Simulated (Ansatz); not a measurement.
Graphite, treated with r²SCAN+rVV10 (PAW; Ansatz, an electronic-structure program).

**Question.** Predict the interlayer binding energy, layer repeat distance and gap between the layers.

**Answer.** 
- interlayer binding energy = 22.8 meV/Å²
- layer repeat distance = 3.338 Å
- gap between the layers = 3.338 Å

Measured, for comparison: interlayer binding energy 23.3 ± 2 meV/Å² (temperature not stated, not corrected to a static lattice, bulk; as tabulated in Ning et al. (2022), arXiv:2204.11717). Computed (rounded) less measured: interlayer binding energy -2 % (inside the measured uncertainty).

Computed values are for the static lattice.
